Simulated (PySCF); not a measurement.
Compound: C₃H₄F₂ (charge +1 and doublet state).
SMILES with atom numbers: `[CH2:1][CH+:2][CH:3]([F:4])[F:5]` (hydrogens: H6, H7 on C1; H8 on C2; H9 on C3)

Cartesian coordinates in Å at the GFN2-xTB level; atoms count from 1:
```xyz
9
C3H4F2 angstrom
C      1.3781   -0.1440   -0.2627
C      0.2503    0.5158   -0.0661
C     -1.0972   -0.1375    0.2299
F     -2.1280    0.5908   -0.1565
F     -1.2194   -1.3595   -0.2633
H      1.5669   -1.1774    0.0217
H      2.2148    0.3178   -0.7891
H      0.1625    1.6030   -0.0957
H     -1.1144   -0.2028    1.3566
```

The hyperfine couplings belong to this conformer and change with its torsions.

Computed, not measured: PySCF 2.14.0, UKS B3LYP, pcH-1 on C F H, non-relativistic, mean-field spin-orbit, GIAO. The structure is a single GFN2-xTB conformer in the gas phase; no vibrational or solvent corrections. A GFN2-xTB geometry isn't a minimum of the functional, and hyperfine couplings can be far from their values at a DFT geometry, by a factor of two or more for some ions and for spin on atoms past the first row. The frame is twisted about the C1–C2 bond at this geometry (dihedral H6–C1–C2–C3 = -18°); couplings at other torsion angles weren't computed. No stability test was run, so a lower SCF solution isn't excluded.

(1) Where do the isotropic ENDOR lines of F4/F5, H8, H7 and H6 fall at 334.3 mT, to first order?

(2) Which pairs are centred on the nuclear Larmor frequency, and which on half the coupling?

(3) At what field would the lower line of H6 fall to zero frequency?

Answers

(1) ν± = |νn ± a/2|, one line for each electron-spin manifold; νn = |g_N| × 7.62259 MHz/T × B.

```tsv
nuclei	isotope	g_N	νn (MHz)	a_iso (MHz)	lower line (MHz)	upper line (MHz)
F4/F5	19F	5.2577	13.40	39.31	6.26	33.05
H8	1H	5.5857	14.23	33.87	2.70	31.17
H7	1H	5.5857	14.23	33.19	2.36	30.83
H6	1H	5.5857	14.23	16.75	5.86	22.61
```

(2) Centred on νn, since |a| < 2νn: H6. Centred on |a|/2 and split by 2νn: F4/F5, H8 and H7.

(3) Where νn = |a|/2, that is B = 8.38 MHz/(5.5857 × 7.62259 MHz/T) = 197 mT, as far as first order holds there.

Couplings of abundant isotopes left out: H9 (284.7 MHz).

Nuclei that the bonding pattern makes equivalent are averaged, as if the motion that swaps them (rotation, inversion, ring flip) were fast. H6 and H7 aren't averaged: C1 is flat or nearly so (angle sum 360°), and its turn about the short C1–C2 bond (1.32 Å) is taken as slow.

Largest spin populations (Mulliken): C1 (+0.42), C2 (+0.36) and H9 (+0.11).

Rough CPU time on one thread of a shared machine: about 50 s (grids of density and orbitals included).
